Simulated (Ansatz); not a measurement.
The input, for Ansatz 0.2.0:

```yaml
crystal:
  periodic: [false, false, false]
  atoms:
    - {symbol: Al, position_ang: [0.000000, -0.598145, 2.635637]}
    - {symbol: C, position_ang: [0.000000, -0.369360, -2.566334]}
    - {symbol: H, position_ang: [0.000000, 0.797947, 3.442749]}
    - {symbol: H, position_ang: [0.000000, 0.169559, -3.512053]}
basis:
  gaussian: {orbitals: 6-31G}
magnetization: {spin_polarized: false, initial_magnetization: 3}
correlation: {method: ccsdtq, electrons: outside_noble_gas}
```

```sh
$ ansatz run in.yaml --threads 2 --pin off --events-out ev --progress --plain --max-ram 24576MiB --backend cuda --devices 0, --max-vram 18GiB
```

Output:

```
531 factors; integrals over basis functions are off by at most 1.1e-7 eV
mean field evaluation 1: about -7631.3573 eV, gradient 1.7e1 eV
mean field evaluation 2: about -7631.3573 eV, gradient 1.7e1 eV
mean field evaluation 4: about -7631.6868 eV, gradient 1.6e1 eV
mean field evaluation 8: about -7632.3624 eV, gradient 1.1e1 eV
mean field evaluation 16: about -7636.3986 eV, gradient 1.2e0 eV
mean field evaluation 32: about -7636.4657 eV, gradient 1.4e-2 eV
mean field evaluation 64: about -7634.9418 eV, gradient 9.4e0 eV
mean field evaluation 96: about -7636.4392 eV, gradient 2.3e-6 eV
mean field evaluation 128: about -7633.0488 eV, gradient 9.8e-1 eV
mean field evaluation 160: about -7636.4659 eV, gradient 1.8e-3 eV
...
cycle  15  -2.45796238 eV  change  -1.2e-10 eV  update   3.4e-6
cycle  16  -2.45796238 eV  change   5.3e-11 eV  update   2.7e-6
cycle  17  -2.45796238 eV  change   3.0e-10 eV  update   1.8e-6
cycle  18  -2.45796238 eV  change   1.9e-10 eV  update   2.0e-6
cycle  19  -2.45796238 eV  change   4.9e-11 eV  update   2.9e-6
cycle  20  -2.45796238 eV  change   5.5e-11 eV  update   3.9e-6
cycle  21  -2.45796238 eV  change   7.3e-11 eV  update   4.5e-6
cycle  22  -2.45796238 eV  change   7.5e-11 eV  update   3.7e-6
cycle  23  -2.45796238 eV  change   6.7e-11 eV  update   1.6e-6
cycle  24  -2.45796238 eV  change  -1.5e-11 eV  update   7.8e-7
Total energy: -7640.56763756 eV, -280.7856817174 hartree
```

For the same geometry and basis full CI lies 0.2 meV higher.

Ran on 2 threads of AMD EPYC 7R13 with a shared H100 80 GB, shared host: 49 s wall, 0.85 GiB peak host memory.
